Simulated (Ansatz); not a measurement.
**Molecular dynamics of CH₅AlO**

input.yaml

```yaml
crystal:
  periodic: [false, false, false]
  atoms:
    - { symbol: Al, position_ang: [0.01292, -0.184067, 0.006325] }
    - { symbol: H, position_ang: [-0.07869, -0.431025, 1.571408] }
    - { symbol: C, position_ang: [1.717619, 0.031246, -1.022516] }
    - { symbol: H, position_ang: [2.139174, -0.9488, -1.087818] }
    - { symbol: H, position_ang: [1.419002, 0.31313, -2.020046] }
    - { symbol: H, position_ang: [2.498574, 0.70654, -0.68161] }
    - { symbol: O, position_ang: [-1.374459, -0.197747, -0.977743] }
    - { symbol: H, position_ang: [-2.275251, -0.179997, -0.701071] }
basis:
  gaussian: { orbitals: "6-31G*" }
hamiltonian:
  xc: b3lyp
  dispersion: d4
md:
  timestep: 0.25
  n_steps: 166
  ensemble: nvt_langevin
  temperature: 400.0
  initial_velocities: maxwell_boltzmann
  seed: 2496
  friction: 0.005
  temperature_schedule:
    - { n_steps: 41, end_temperature: 400.0 }
    - { n_steps: 125, end_temperature: 800.0 }
```

Run as:

```bash
$ ansatz run input.yaml --threads 1 --pin off --max-ram 2048MiB --backend cpu --events-out ev --progress --plain --runs-dir out
```

It goes on from the last frame of an earlier run, with new velocities.

Output, in part (one step line in 6, the closing report, with atoms numbered from 0):

```
md step     0: t =     0.00 fs  T =   350.0 K (target 400.0 K)  F+E_penalty+E_count = -9764.02634868 eV  E_kin = 0.361928 eV  (22 SCF iters)
md step     6: t =     1.50 fs  T =   327.8 K (target 400.0 K)  F+E_penalty+E_count = -9763.98637774 eV  E_kin = 0.338939 eV  (24 SCF iters)
md step    12: t =     3.00 fs  T =   328.6 K (target 400.0 K)  F+E_penalty+E_count = -9763.97134731 eV  E_kin = 0.339808 eV  (24 SCF iters)
md step    18: t =     4.50 fs  T =   269.7 K (target 400.0 K)  F+E_penalty+E_count = -9763.91626795 eV  E_kin = 0.278859 eV  (24 SCF iters)
md step    24: t =     6.00 fs  T =   304.1 K (target 400.0 K)  F+E_penalty+E_count = -9763.94852453 eV  E_kin = 0.314418 eV  (21 SCF iters)
md step    30: t =     7.50 fs  T =   361.0 K (target 400.0 K)  F+E_penalty+E_count = -9764.00569703 eV  E_kin = 0.373269 eV  (24 SCF iters)
md step    36: t =     9.00 fs  T =   256.7 K (target 400.0 K)  F+E_penalty+E_count = -9763.90801821 eV  E_kin = 0.265461 eV  (24 SCF iters)
md step    42: t =    10.50 fs  T =   225.8 K (target 401.6 K)  F+E_penalty+E_count = -9763.87482981 eV  E_kin = 0.233458 eV  (22 SCF iters)
md step    48: t =    12.00 fs  T =   279.7 K (target 420.8 K)  F+E_penalty+E_count = -9763.93462838 eV  E_kin = 0.289239 eV  (25 SCF iters)
md step    54: t =    13.50 fs  T =   162.0 K (target 440.0 K)  F+E_penalty+E_count = -9763.82991294 eV  E_kin = 0.167503 eV  (21 SCF iters)
md step    60: t =    15.00 fs  T =   113.9 K (target 459.2 K)  F+E_penalty+E_count = -9763.79721636 eV  E_kin = 0.117785 eV  (24 SCF iters)
md step    66: t =    16.50 fs  T =   202.5 K (target 478.4 K)  F+E_penalty+E_count = -9763.88734275 eV  E_kin = 0.209377 eV  (25 SCF iters)
md step    72: t =    18.00 fs  T =   218.8 K (target 497.6 K)  F+E_penalty+E_count = -9763.88204139 eV  E_kin = 0.226306 eV  (24 SCF iters)
md step    78: t =    19.50 fs  T =   133.0 K (target 516.8 K)  F+E_penalty+E_count = -9763.81396794 eV  E_kin = 0.137541 eV  (22 SCF iters)
md step    84: t =    21.00 fs  T =   204.3 K (target 536.0 K)  F+E_penalty+E_count = -9763.88483588 eV  E_kin = 0.211247 eV  (24 SCF iters)
md step    90: t =    22.50 fs  T =   223.9 K (target 555.2 K)  F+E_penalty+E_count = -9763.90537318 eV  E_kin = 0.231578 eV  (22 SCF iters)
md step    96: t =    24.00 fs  T =   199.0 K (target 574.4 K)  F+E_penalty+E_count = -9763.90364249 eV  E_kin = 0.205739 eV  (22 SCF iters)
md step   102: t =    25.50 fs  T =   235.2 K (target 593.6 K)  F+E_penalty+E_count = -9763.93384231 eV  E_kin = 0.243220 eV  (23 SCF iters)
md step   108: t =    27.00 fs  T =   250.9 K (target 612.8 K)  F+E_penalty+E_count = -9763.91120269 eV  E_kin = 0.259407 eV  (21 SCF iters)
md step   114: t =    28.50 fs  T =   263.7 K (target 632.0 K)  F+E_penalty+E_count = -9763.92199138 eV  E_kin = 0.272694 eV  (24 SCF iters)
md step   120: t =    30.00 fs  T =   273.7 K (target 651.2 K)  F+E_penalty+E_count = -9763.92940249 eV  E_kin = 0.283017 eV  (24 SCF iters)
md step   126: t =    31.50 fs  T =   283.3 K (target 670.4 K)  F+E_penalty+E_count = -9763.88973378 eV  E_kin = 0.292993 eV  (22 SCF iters)
md step   132: t =    33.00 fs  T =   324.0 K (target 689.6 K)  F+E_penalty+E_count = -9763.90957090 eV  E_kin = 0.335014 eV  (24 SCF iters)
md step   138: t =    34.50 fs  T =   325.3 K (target 708.8 K)  F+E_penalty+E_count = -9763.89930294 eV  E_kin = 0.336357 eV  (23 SCF iters)
md step   144: t =    36.00 fs  T =   291.7 K (target 728.0 K)  F+E_penalty+E_count = -9763.85348282 eV  E_kin = 0.301636 eV  (23 SCF iters)
md step   150: t =    37.50 fs  T =   375.4 K (target 747.2 K)  F+E_penalty+E_count = -9763.89582217 eV  E_kin = 0.388151 eV  (23 SCF iters)
md step   156: t =    39.00 fs  T =   434.7 K (target 766.4 K)  F+E_penalty+E_count = -9763.91893644 eV  E_kin = 0.449509 eV  (24 SCF iters)
md step   162: t =    40.50 fs  T =   448.5 K (target 785.6 K)  F+E_penalty+E_count = -9763.90391630 eV  E_kin = 0.463814 eV  (21 SCF iters)
md step   166: t =    41.50 fs  T =   425.8 K (target 798.4 K)  F+E_penalty+E_count = -9763.92595995 eV  E_kin = 0.440336 eV  (23 SCF iters)
Total energy: -9763.92619043 eV, -358.8176692716 hartree
Atom 0 at    -0.033108    -0.218073     0.050230 Å, force    -0.878532     0.652047    -0.773467 eV/Å
Atom 1 at    -0.415808    -0.332338     1.565577 Å, force    -0.010999    -0.156168     0.354896 eV/Å
Atom 2 at     1.714117     0.058694    -0.767177 Å, force    -1.478905    -0.122767    -1.198689 eV/Å
Atom 3 at     2.175004    -0.901080    -0.847296 Å, force     0.774159    -0.937229     0.053587 eV/Å
Atom 4 at     1.464264     0.314583    -1.812313 Å, force     0.002560     0.000087     0.058596 eV/Å
Atom 5 at     2.434195     0.780938    -0.472535 Å, force     0.631471     0.698823     0.815536 eV/Å
Atom 6 at    -1.413392    -0.180982    -1.069273 Å, force    -0.232540    -0.167899     1.388192 eV/Å
Atom 7 at    -2.291418    -0.242966    -0.597928 Å, force     1.192786     0.033106    -0.698651 eV/Å
Dipole moment:     0.032368    -0.074510     0.176805 e Å
```

All steps were run. The schedule's set-point averaged 667 K over the second half and the system 297 K, so it lags behind the ramp. A run of 0.042 ps of so small a system gives no equilibrium averages.

The same pairs are bonded in the first frame and the last. Pairs count as bonded within 1.25 times the sum of covalent radii (0.12 Å more for H–H).

Last frame:

```xyz
8
Properties=species:S:1:pos:R:3
Al -0.033 -0.218 0.050
H -0.416 -0.332 1.566
C 1.714 0.059 -0.767
H 2.175 -0.901 -0.847
H 1.464 0.315 -1.812
H 2.434 0.781 -0.472
O -1.413 -0.181 -1.069
H -2.291 -0.243 -0.598
```

The run took 5.3 min on 1 thread of Intel(R) Xeon(R) Platinum 8259CL CPU @ 2.50GHz (Skylake/Cascade Lake), on a shared host, peak memory 0.13 GiB.
